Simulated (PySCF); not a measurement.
# BClO (boron chloride oxide) at B2PLYP/STO-3G

Aim: the vertical singlet–triplet gap of BClO (boron chloride oxide) at B2PLYP/STO-3G, from 2 runs. The job is set up through a Python script.

The results are computed with PySCF 2.14.0.

14 further runs of the same task are left out: 4 that didn't finish, 10 set aside as unsound or not needed.

**1. The structure to begin with**

BClO: 3 atoms, total charge 0, spin state singlet. SMILES: `O=BCl`. The coordinates come from a GFN2-xTB relaxation.

Bond lengths: O1–B2 1.193 Å, B2–Cl3 1.639 Å. Angles: O1–B2–Cl3 179.9°.

**2. The energy at B2PLYP/STO-3G**

The input, start.xyz:

```xyz
3

O      1.019560     0.606200     0.626990
B      0.113080     0.066620     0.069470
Cl    -1.132640    -0.672810    -0.696460
```

The input, input.py:

```python
from pyscf import gto, dft, mp

system = gto.Mole()
system.atom = 'start.xyz'
system.verbose = 4
system.basis = 'sto-3g'
system.charge = 0
system.max_memory = 1860
system.build()

mf = dft.RKS(system)
mf.xc = '0.53*HF + 0.47*B88, 0.73*LYP'
mf.grids.level = 5
mf.conv_tol = 1e-10
mf.kernel()
if not mf.converged:
    mf = mf.newton().run(mf.mo_coeff, mf.mo_occ)

pt = mp.MP2(mf, frozen=7).run()
energy = mf.e_tot + 0.27 * pt.e_corr
print('PT2 part  %.8f' % (0.27 * pt.e_corr))
print('E = %.10f Eh' % energy)
```

The run is started by

```console
$ OMP_NUM_THREADS=1 python input.py
```

The log of the run:

```text
PySCF version 2.14.0

[INPUT] num. atoms = 3
[INPUT] num. electrons = 30
[INPUT] charge = 0
[INPUT] spin (= nelec alpha-beta = 2S) = 0
[INPUT] symmetry False subgroup None
[INPUT] Mole.unit = angstrom
[INPUT] Symbol           X                Y                Z      unit          X                Y                Z       unit  Magmom
[INPUT]  1 O      1.019560000000   0.606200000000   0.626990000000 AA    1.926689167562   1.145551976711   1.184839382841 Bohr   0.0
[INPUT]  2 B      0.113080000000   0.066620000000   0.069470000000 AA    0.213690230166   0.125893554419   0.131279273874 Bohr   0.0
[INPUT]  3 Cl    -1.132640000000  -0.672810000000  -0.696460000000 AA   -2.140379397727  -1.271426633869  -1.316118656715 Bohr   0.0

nuclear repulsion = 70.6031021765182
number of shells = 11
number of NR pGTOs = 57
number of NR cGTOs = 19
basis = sto-3g
ecp = {}

******** <class 'pyscf.dft.rks.RKS'> ********
method = RKS
initial guess = minao
damping factor = 0
level_shift factor = 0
DIIS = <class 'pyscf.scf.diis.CDIIS'>
diis_start_cycle = 1
diis_space = 8
diis_damp = 0
SCF conv_tol = 1e-10
SCF conv_tol_grad = None
SCF max_cycles = 50
direct_scf = True
direct_scf_tol = 1e-13
XC library pyscf.dft.libxc version 7.0.0
    S. Lehtola, C. Steigemann, M. J.T. Oliveira, and M. A.L. Marques.,  SoftwareX 7, 1–5 (2018)
XC functionals = 0.53*HF + 0.47*B88, 0.73*LYP
    A. D. Becke.,  Phys. Rev. A 38, 3098 (1988)
    C. Lee, W. Yang, and R. G. Parr.,  Phys. Rev. B 37, 785 (1988)
    B. Miehlich, A. Savin, H. Stoll, and H. Preuss.,  Chem. Phys. Lett. 157, 200 (1989)
radial grids:
    Treutler-Ahlrichs [JCP 102, 346 (1995); DOI:10.1063/1.469408] (M4) radial grids

becke partition: Becke, JCP 88, 2547 (1988); DOI:10.1063/1.454033
pruning grids: <function nwchem_prune>
grids dens level: 5
symmetrized grids: False
atomic radii adjust function: <function treutler_atomic_radii_adjust>
small_rho_cutoff = 0
Set gradient conv threshold to 1e-05
Initial guess from minao.
tot grids = 129184
init E= -553.757496261493
  HOMO = -0.426841688488373  LUMO = 0.135991725446965  gap/eV = 15.31548
cycle= 1 E= -553.465344761223  delta_E= 0.292  |g|= 0.704  |ddm|= 2.62
  HOMO = -0.206496380132287  LUMO = 0.203500082078471  gap/eV = 11.15657
cycle= 2 E= -553.114361394021  delta_E= 0.351  |g|= 1.44  |ddm|= 2.17
  HOMO = -0.324664949312028  LUMO = 0.20394701437643  gap/eV = 14.38426
cycle= 3 E= -553.64441705294  delta_E= -0.53  |g|= 0.0598  |ddm|= 1.35
  HOMO = -0.328673009428727  LUMO = 0.225697151901582  gap/eV = 15.08518
cycle= 4 E= -553.645530682135  delta_E= -0.00111  |g|= 0.018  |ddm|= 0.0956
  HOMO = -0.331649605798316  LUMO = 0.223410301447451  gap/eV = 15.10395
cycle= 5 E= -553.645644705633  delta_E= -0.000114  |g|= 0.00171  |ddm|= 0.0329
  HOMO = -0.330912784575619  LUMO = 0.223643849498557  gap/eV = 15.09025
cycle= 6 E= -553.645647088068  delta_E= -2.38e-06  |g|= 0.000418  |ddm|= 0.00644
  HOMO = -0.330999290348965  LUMO = 0.223657871740405  gap/eV = 15.09299
cycle= 7 E= -553.645647139773  delta_E= -5.17e-08  |g|= 8.38e-05  |ddm|= 0.000719
  HOMO = -0.331011834475365  LUMO = 0.223659396445923  gap/eV = 15.09337
cycle= 8 E= -553.645647141648  delta_E= -1.88e-09  |g|= 5.33e-06  |ddm|= 9.26e-05
  HOMO = -0.331012799652705  LUMO = 0.223659535000277  gap/eV = 15.09340
cycle= 9 E= -553.645647141656  delta_E= -7.84e-12  |g|= 9.42e-08  |ddm|= 6.17e-06
  HOMO = -0.331012813173197  LUMO = 0.223659528064974  gap/eV = 15.09340
Extra cycle  E= -553.645647141656  delta_E=    0  |g|= 3.11e-08  |ddm|= 2.61e-07
converged SCF energy = -553.645647141656

******** <class 'pyscf.mp.mp2.RMP2'> ********
nocc = 8, nmo = 12
frozen orbitals 7
E(RMP2) = -553.820973935865  E_corr = -0.175326794209293
E(SCS-RMP2) = -553.817411877599  E_corr = -0.171764735943543
E_corr(same-spin) = -0.044570096662625
E_corr(oppo-spin) = -0.130756697546668
PT2 part  -0.04733823
E = -553.6929853761 Eh
```

It took 3.9 s on 1 thread of Arm Neoverse V1, shared host; peak memory 0.19 GiB.

**3. The triplet at the same level**

start.xyz is that of step 2.

The input, input.py:

```python
from pyscf import gto, dft, mp

mol = gto.M(
    atom='start.xyz',
    max_memory=1860,
    basis='sto-3g',
    spin=2,
    verbose=3,
)

mf = dft.UKS(mol)
mf.xc = '0.53*HF + 0.47*B88, 0.73*LYP'
mf.conv_tol = 1e-10
mf.grids.level = 5
mf.kernel()
if not mf.converged:
    mf = mf.newton().run(mf.mo_coeff, mf.mo_occ)

pt = mp.MP2(mf, frozen=7).run()
e_tot = mf.e_tot + 0.27 * pt.e_corr
print('PT2 part  %.8f' % (0.27 * pt.e_corr))
print(f'total energy: {e_tot:.8f} hartree')
```

The run is started by

```console
$ OMP_NUM_THREADS=1 python input.py
```

The log of the run:

```text
WARN: HOMO 0.135991725446968 >= LUMO -0.42684168848837

WARN: HOMO 0.0635444383370716 >= LUMO -0.0207750304031573

WARN: HOMO -0.0190757479835182 >= LUMO -0.0866438198880345

WARN: HOMO -0.0500626933633076 >= LUMO -0.059347273662437

WARN: HOMO -0.0433944070337348 >= LUMO -0.0478539818348078

WARN: HOMO -0.0481458135772568 >= LUMO -0.0471551789929497

converged SCF energy = -553.369293721504  <S^2> = 2.004993  2S+1 = 3.0033268
E(UMP2) = -553.439291622404  E_corr = -0.0699979008995422
E(SCS-UMP2) = -553.441291901561  E_corr = -0.0719981800571881
PT2 part  -0.01889943
total energy: -553.38819315 hartree
```

It took 9.9 s on 1 thread of Arm Neoverse V1, shared host; peak memory 0.2 GiB.

**4. Summary of results**

Level: B2PLYP/STO-3G, 7 core orbitals frozen.

| quantity | value |
| --- | --- |
| singlet: total energy | -553.69299 Eh |
| singlet: dipole moment (SCF part) | 0.46 D |
| singlet: HOMO energy (SCF part's orbitals) | -9.01 eV |
| singlet: LUMO energy (SCF part's orbitals) | 6.09 eV |
| singlet: HOMO–LUMO gap (SCF part's orbitals) | 15.09 eV |
| triplet: total energy | -553.38819 Eh |
| triplet: dipole moment (SCF part) | 0.83 D |
| triplet: HOMO energy (SCF part's orbitals) (highest over α and β) | -1.33 eV |
| triplet: LUMO energy (SCF part's orbitals) (lowest over α and β) | -1.28 eV |
| triplet: ⟨S²⟩ | 2.005 |
| vertical energy of the triplet above the singlet | 8.294 eV |

At this shape the triplet lies 8.29 eV (191 kcal/mol) above the singlet. In a minimal basis such a difference can be off by several eV, whatever the method. Mulliken charges (singlet) run from -0.23 on O1 to +0.36 on B2. Mulliken charges (triplet) run from -0.12 on Cl3 to +0.22 on B2.
